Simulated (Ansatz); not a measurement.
Compare A (`C#CC=C`) with its isomer B (`C=C1C=C1`).

Isolated molecules relaxed with PBE0-D4/def2-TZVP in Ansatz; ΔE leaves out vibrations. CCSD(T)/CBS is the MP2 limit (def2-TZVPP, def2-QZVPP) plus CCSD(T) − MP2 in def2-TZVPP, frozen cores. DFT in def2-TZVPP. B3LYP here is the variant with VWN-RPA as its local correlation; programs differ in this.

(1) Which is lower in electronic energy at CCSD(T)/CBS, and by how much? (An estimate is asked.)

(2) Give E(B) − E(A) in kJ/mol with HF/def2-TZVPP, B3LYP, PBE0-D4, MP2/def2-TZVPP, BLYP-D4, B2PLYP, ωB97M-V. (An estimate is asked.)

(3) Does the order hold for the free energy at 298.15 K (harmonic terms from PBE0-D4)? (Best estimate.)

Largest T1 diagnostic: 0.013.

Answers

(1) The calculation gave: A, by 99.4 kJ/mol.

(2) Computed: HF/def2-TZVPP 100.3, B3LYP 94.2, PBE0-D4 68.7, MP2/def2-TZVPP 99.9, BLYP-D4 99.5, B2PLYP 99.5, ωB97M-V 83.0. None reverses the order clearly.

(3) Ansatz gave: Yes: G(B) − G(A) = +101.6 kJ/mol.

From r2SCAN to r2SCAN0 (25 % exact exchange), in def2-TZVPP and without D4, E(B) − E(A) moves by −5.8 kJ/mol. Leaving LDA and LC-ωPBE aside and taking each functional with its dispersion term where it has one, the values spread over 30.8 kJ/mol, from PBE0-D4 to B2PLYP. LDA lies −14.1 kJ/mol from PBE without D4.
